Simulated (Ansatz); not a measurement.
Two isomers of C3H4O2S: A = `O=S1(=O)C=CC1`, B = `C=C(O)OC=S`.

Gas-phase electronic energies from Ansatz, PBE0-D4/def2-TZVP geometries. CCSD(T)/CBS is the MP2 limit (def2-TZVPP, def2-QZVPP) plus CCSD(T) − MP2 in def2-TZVPP, frozen cores. Functionals use def2-TZVPP. B3LYP here is the variant with VWN-RPA as its local correlation; programs differ in this. One conformer a species, not always the lowest.

A:

```xyz
10

O    -0.3213    0.4851   -2.1584
S     0.2470   -0.2717   -1.0825
O     0.9946   -1.4599   -1.3699
C     0.9828    0.7347    0.1723
C     0.0309    0.4500    1.0585
C    -0.8980   -0.4785    0.3185
H     1.8754    1.3428    0.1822
H    -0.0756    0.7920    2.0803
H    -1.8963   -0.0900    0.1128
H    -0.9395   -1.5045    0.6862
```

B:

```xyz
10

C     0.9219   -1.3507   -0.6037
C     0.3649   -0.2164   -0.1982
O     0.8800    1.0209   -0.2809
O    -0.8678   -0.2462    0.3748
C    -1.4842    0.8636    0.8044
S    -2.9407    0.8210    1.4810
H     1.9005   -1.3546   -1.0621
H     0.3925   -2.2816   -0.4751
H     1.7471    0.9681   -0.6934
H    -0.9141    1.7759    0.6534
```

**Question.** Which isomer does CCSD(T)/CBS put lower? Give the gap. (Best estimate.)

**Answer.** Computed: B, by 38.6 kJ/mol.

**Question.** Give E(B) − E(A) in kJ/mol with HF/def2-TZVPP, PBE-D4, B3LYP, r2SCAN-D4, B2PLYP, CCSD(T)/def2-TZVPP, CCSD/def2-TZVPP. (An estimate is asked.)

**Answer.** Ansatz gave: HF/def2-TZVPP -94.4, PBE-D4 -44.4, B3LYP -79.5, r2SCAN-D4 -41.6, B2PLYP -61.5, CCSD(T)/def2-TZVPP -62.1, CCSD/def2-TZVPP -67.2. None reverses the order clearly.

Largest T1 diagnostic: 0.017.

The D4 term adds +7.9 kJ/mol with B3LYP and +3.6 kJ/mol with PBE0; it sums over pairs of atoms, weighted by their polarisabilities, and B3LYP, whose exchange is more repulsive, gets the larger term. In def2-TZVPP, CCSD(T) changes the Hartree–Fock value by +32.3 kJ/mol (the triples alone add +5.0 kJ/mol) and MP2 by +61.5 kJ/mol.
